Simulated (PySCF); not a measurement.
**Functional benchmark on one molecule**

Molecule: SMILES CCS(=O)(=O)Cl, C₂H₅ClO₂S.

Mapped SMILES: `[CH3:1][CH2:2][S:3](=[O:4])(=[O:5])[Cl:6]`. Each H is labelled by its parent atom.

Geometry PBE0-D3(BJ)/def2-SVP throughout; GIAO in PySCF 2.14.0 with density-fitted response routines, gas phase, one conformer, non-relativistic; equivalent atoms averaged; basis pcSseg-2.

Reference values (measured; solution, not stated per compound (mostly CDCl3 or CCl4); Pretsch, Buehlmann, Badertscher, Structure Determination of Organic Compounds, 4th ed. (2009)): δ(C2) = 60.2 ppm, δ(C1) = 9.1 ppm. Computed shifts are taken against TMS, calculated as an isolated molecule at each level.

Question: How do the functionals WP04, B97-2, BHandHLYP, CAM-B3LYP, wB97X-D, LC-wPBE perform against the reference? Times are CPU seconds on 1 thread of an AMD EPYC 9R45 96-Core, shared host.

Answer: 
```csv
functional,kind,C2,C1,mean abs. error C,core-s
WP04,global hybrid,69.2,12.9,6.4,28
B97-2,global hybrid,65.2,11.1,3.5,27
BHandHLYP,global hybrid,64.4,10.3,2.7,26
CAM-B3LYP,range-separated hybrid,67.4,10.3,4.2,37
wB97X-D,range-separated hybrid,66.4,10.8,4.0,35
LC-wPBE,range-separated hybrid,64.9,9.9,2.8,49
```

For ¹³C the closest is BHandHLYP (2.7 ppm, with LC-wPBE practically level) and the furthest WP04 (6.4 ppm). One molecule is a small sample, and vibrational and solvent effects are absent from the calculation.
